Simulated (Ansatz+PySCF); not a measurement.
Values are calculated unless marked as measured or tabulated.
## Ansatz (development build ahead of 0.2.0) run

```yaml
crystal:
  periodic: [false, false, false]
  atoms:
    - { symbol: O, position_ang: [0.0, 0.90579, -0.77246] }
    - { symbol: H, position_ang: [0.0, 1.72224, -0.11845] }
    - { symbol: Cl, position_ang: [0.0, -0.52756, 0.37048] }
basis:
  gaussian: { orbitals: def2-SVP }
magnetization:
  spin_polarized: true
hamiltonian:
  xc: hf
correlation:
  method: mp2
  frozen_orbitals: { Cl: 5, H: 0, O: 1 }
scf:
  omitted_lower_state_checks: [starts, atomic_configurations, cluster_reference, orbital_swaps, given_window_search, neighbouring_geometries, increment]
```

The input is written out in the form of the current development build from the run's settings.

Results

```yaml
Converged: yes
Reference_energy: -534.63710 hartree
Correlation_energy: -0.32385 hartree
Total_energy: -534.96095 hartree
Spin_squared_of_the_determinant: 0.147
Stability_test: minimum
```

Caution: the unrestricted determinant is spin contaminated; another reference gives a lower total.
